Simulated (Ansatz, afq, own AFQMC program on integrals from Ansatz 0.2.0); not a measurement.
AlBH₂, triplet: AFQMC among the cluster methods

| atom | x (Å) | y (Å) | z (Å) |
| --- | --- | --- | --- |
| B | 0.0000 | 0.0000 | 1.6184 |
| Al | 0.0000 | 0.0000 | -1.4246 |
| H | 0.0000 | 0.0000 | 2.8015 |
| H | 0.0000 | 0.0000 | -2.9954 |

Connectivity, by distances: BH ··· AlH.

Basis 6-31G. Only valence electrons are correlated. Integrals, coupled cluster, full CI and functionals: Ansatz 0.2.0; the random walks run on the same integrals in our own AFQMC program. The CISD trial takes its coefficients from CCSD amplitudes. Released means that phaseless walkers are propagated on without the constraint, phases kept. Error bars are statistical, one sigma.

Determinant: UHF, the one that the program's search chose, which needn't be the lowest solution. The geometry is a point of a scan.

Full CI on the same integrals is exact in this basis and with this determinant's frozen core.

Cautions: lower spins were not checked; an unrestricted solution with more broken spin lies lower (11 meV, ⟨S²⟩ 2.14); strong correlation (T1 0.046, weight of the determinant 0.85, largest double 0.16); the released energies are still falling, so no released level is given (meV from the phaseless value at times in 1/Eh: -4 ± 3 at 0.24, -4.0 ± 1.6 at 0.51, -10 ± 3 at 0.99, -10.3 ± 1.7 at 1.62, -15.5 ± 1.8 at 2.40).

The T1 diagnostic is 0.0460 and the weight of the determinant in the CISD state is 0.853. The ⟨S²⟩ of the determinant is 2.018 and the size of the correlated space is 8 electrons in 20 orbitals.

| level | correlation energy (eV) |
| --- | --- |
| MP2 | -1.5118 |
| CCSD | -2.3530 |
| CCSD(T) | -2.4078 |

(1) Estimate where phaseless AFQMC with the Hartree–Fock trial lies against CCSD(T) on the same integrals.

(1) 1.99 ± 0.36 kcal/mol above CCSD(T).

Reference: full CI, correlation energy -2.477 eV.

| level | E − E(reference) (kcal/mol) | share of correlation (%) |
| --- | --- | --- |
| CCSD(T) | 1.59 | 97.22 |
| CCSDT | 0.21 | 99.63 |
| CCSDT(Q) | 0.06 | 99.89 |
| CCSDTQ | 0.01 | 99.99 |
| ph-AFQMC/HF | 3.58 ± 0.36 | 93.72 |
| ph-AFQMC/CISD | 1.23 ± 0.05 | 97.85 |

CCSDT and higher add their correlation energy to the determinant of the CCSD(T) run, since their own runs factorise the integrals more tightly (a shift of under 2 meV). A walk keeps the symmetry of its determinant, which the program's search chose and which needn't be the lowest solution, so a lower state of the same spin and another symmetry isn't excluded.
